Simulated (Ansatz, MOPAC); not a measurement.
Potential energy curve for SMILES O=C (CH₂O), singlet. The C1–O4 bond (C1 also carries H, H; O4 carries nothing else) is varied alone, starting from the PBE0/def2-TZVP optimised geometry.

- UHF/cc-pVTZ (Ansatz, an electronic-structure program)
- UCCSD = CCSD on UHF/cc-pVTZ, frozen core (Ansatz)
- PM7, restricted, heats of formation (MOPAC)
- UMP2 = MP2 on UHF/cc-pVTZ, frozen core in Ansatz
- UKS-PBE = unrestricted PBE/cc-pVTZ (Ansatz)

Energies are in mEh, each relative to the lowest point of its own curve near equilibrium.

```tsv
R / Å	UHF	UCCSD	PM7	UMP2	UKS-PBE
0.97	129.9	148.4	131.5	152.2	150.7
1.01	76.5	91.9	84.7	95.2	94.3
1.09	16.8	25.8	25.7	28.0	27.6
1.14	2.2	7.1	7.4	8.3	8.2
1.16	0.0	3.1	3.4	4.0	3.9
1.20	0.4	0.0	0.0	0.0	0.0
1.23	4.3	1.1	1.1	0.4	0.5
1.25	7.9	3.4	3.3	10.8	2.1
1.31	20.8	15.4	15.8	40.2	12.0
1.38	38.4	35.9	38.7	?	30.1
1.50	71.4	78.8	?	117.8	69.5
1.60	98.8	115.6	?	153.1	105.0
1.79	139.8	176.7	220.7	221.1	167.3
1.97	157.6	219.4	287.4	263.6	213.1
2.17	164.7	249.4	338.2	284.5	250.6
2.43	167.3	267.0	?	294.9	279.6
2.61	?	271.7	388.0	297.9	290.5
2.91	168.1	274.9	399.3	300.2	300.5
3.26	168.3	276.2	?	301.2	305.8
3.57	168.4	276.6	404.3	301.6	308.0
4.21	168.5	277.0	405.1	302.0	309.7
```

**Question.** Some entries are withheld; supply them.

**Answer.** 
- 1.38, UMP2: 71.1
- 1.50, PM7: 89.8
- 1.60, PM7: 136.4
- 2.43, PM7: 374.1
- 2.61, UHF: 167.8
- 3.26, PM7: 403.3

The unrestricted determinant behind UHF, UCCSD, UMP2 is spin-contaminated at 1.25 to 4.21 Å (<S²> up to 2.0, against 0.00 for a pure singlet). The restricted form behind PM7 keeps the bonding electrons paired and can't separate into open-shell fragments. The unrestricted solution behind UKS-PBE changes between 2.17 and 2.43 Å, which can leave a kink. The unrestricted determinant behind UKS-PBE is spin-contaminated at 1.79 to 4.21 Å (<S²> up to 2.0, against 0.00 for a pure singlet).
